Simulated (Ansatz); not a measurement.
A run of Ansatz (development build ahead of 0.2.0) on doublet H3O2 at this shape:

```xyz
5

O    -0.0077   -0.0161   -0.0164
H     0.9224    0.1090    0.1862
O     2.9167    0.0135    0.0018
H     3.5314    0.7166   -0.0850
H     3.3521   -0.7842    0.1308
```

Its results:

```json
{
  "Converged": "yes",
  "Total energy": "-151.29568 hartree",
  "Spin squared of the determinant": "0.754",
  "Stability test": "minimum"
}
```

Forces (eV/Å):
```csv
atom,Fx,Fy,Fz
O1,-0.016,0.033,0.082
H2,0.034,-0.050,-0.130
O3,-1.643,1.348,-0.171
H4,0.482,0.048,-0.002
H5,1.143,-1.380,0.220
```

Problem. Which input gives this output? Name the method, the orbitals and the basis set, and write the input.

Solution. UHF in def2-SVP.

```yaml
crystal:
  periodic: [false, false, false]
  atoms:
    - { symbol: O, position_ang: [-0.00767, -0.01606, -0.01642] }
    - { symbol: H, position_ang: [0.92245, 0.10899, 0.18619] }
    - { symbol: O, position_ang: [2.91674, 0.01346, 0.0018] }
    - { symbol: H, position_ang: [3.53145, 0.71661, -0.08504] }
    - { symbol: H, position_ang: [3.35214, -0.78419, 0.13085] }
basis:
  gaussian: { orbitals: def2-SVP }
magnetization:
  spin_polarized: true
  initial_magnetization: 1
hamiltonian:
  xc: hf
output:
  forces: true
```
